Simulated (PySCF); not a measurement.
Molecule: `C1CCOCC1`, C5H10O.

Geometry:
| atom | x (Å) | y (Å) | z (Å) |
| --- | --- | --- | --- |
| C1 | 0.674 | -1.007 | 0.293 |
| C2 | 1.332 | 0.317 | -0.086 |
| C3 | 0.374 | 1.471 | 0.167 |
| O4 | -0.844 | 1.296 | -0.508 |
| C5 | -1.517 | 0.129 | -0.112 |
| C6 | -0.692 | -1.122 | -0.377 |
| H7 | 0.544 | -1.047 | 1.391 |
| H8 | 1.318 | -1.859 | 0.024 |
| H9 | 2.266 | 0.474 | 0.477 |
| H10 | 1.596 | 0.307 | -1.157 |
| H11 | 0.192 | 1.571 | 1.259 |
| H12 | 0.795 | 2.425 | -0.185 |
| H13 | -1.769 | 0.185 | 0.970 |
| H14 | -2.466 | 0.107 | -0.669 |
| H15 | -1.237 | -2.011 | -0.021 |
| H16 | -0.564 | -1.235 | -1.467 |

Geometry PBE0-D3(BJ)/def2-SVP throughout; GIAO in PySCF 2.14.0 with density-fitted response routines, gas phase, one conformer, non-relativistic; equivalent atoms averaged; functional PBE0.

For orientation, def2-TZVP gives these shifts δ (against TMS, H2O at the same level): C3/C5 70.0, C1 26.8, C2/C6 29.5, O4 48.4, H11/H12/H13/H14 3.52, H9/H10/H15/H16 1.43, H7/H8 1.58 ppm.

A run gave: C3/C5 53.8, C1 25.0, C2/C6 23.3, O4 -28.3, H11/H12/H13/H14 1.72, H9/H10/H15/H16 0.75, H7/H8 0.74 ppm (shifts δ (against TMS, H2O at the same level)).

Question: Which basis set was used in that run?
A. STO-3G
B. pcSseg-1
C. cc-pVTZ
D. 6-31G*

Answer: A. H11/H12/H13/H14 tells them apart best: STO-3G gives 1.72, cc-pVTZ gives 3.49, 6-31G* gives 3.56, pcSseg-1 gives 3.49 ppm.
